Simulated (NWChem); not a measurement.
# Extrapolating the MP2 correlation energy of hydrogen chloride (HCl)

```xyz
2

Cl     0.0000     0.0000     0.0716
H      0.0000     0.0000    -1.2180
```
Charge 0, spin multiplicity 1.

Everything below was run with NWChem. The geometry was optimised at B3LYP/def2-SVP, a minimum by its harmonic frequencies.

The correlated methods keep 5 core orbitals frozen.

Worked example. The MP2 correlation energy is -202.75 mHa in cc-pVTZ and -222.64 mHa in cc-pVQZ. The form E(X) = E∞ + A/X³ turns the pair into an estimate of the basis-set limit.

E∞ = (4³·(-222.64) − 3³·(-202.75))/(4³ − 3³) = -237.2 mHa. The larger basis holds 94 % of that. This is a two-point estimate.
